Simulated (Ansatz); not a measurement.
HNC, singlet in cc-pVTZ: errors against RCCSDT(Q)

Geometry: displaced at random from a stationary point.

```xyz
3

N    -0.0154   -0.0090    0.0771
C    -0.0163   -0.0252   -1.0975
H     0.0317    0.0342    1.0204
```

Basis cc-pVTZ; Ansatz 0.2.0. Only valence electrons are correlated (noble-gas cores frozen), which leaves 10 electrons in 72 orbitals. R marks a restricted (for open shells ROHF) determinant. Active spaces: valence = (10e, 9o) chosen from the atoms' valence shells.

Full CI isn't at hand for all of this; RCCSDT(Q) serves as the reference, and is uncertain by about the last step of the cluster series.

- UHF ⟨S²⟩: 0.000
- T1 diagnostic (RCCSD): 0.0165
- largest doubles amplitude (RCCSD): 0.072

```tsv
level	E − E(RCCSDT(Q)) (kJ/mol)	share of correlation (%)	wall time
RHF	944.8	0.00	–
RMP2	72.8	92.29	–
RCCSD	48.6	94.86	–
RCCSD(T)	3.4	99.64	0.84 s
BCCD(T)	3.2	99.66	1.1 s
RCCSDT	2.9	99.69	–
CASSCF (valence space)	579.2	38.69	–
NEVPT2 (valence space)	110.3	88.33	4.1 s
```

The correlation energy at RCCSDT(Q), counted from RHF, is -9.792 eV. That run took 52 s on 1 thread of Arm Neoverse V1, shared host.

Times hold each run's SCF and search for its determinant on a shared host, so for small cases they say little of a method's own cost; they ran on 1 thread of Arm Neoverse V1.

Natural occupations of CASSCF (valence space) about the gap: 1.992 1.983 1.982 1.951 1.951 0.053 0.053 0.020 0.015; effectively unpaired electrons, Σ n²(2−n)², 0.04.
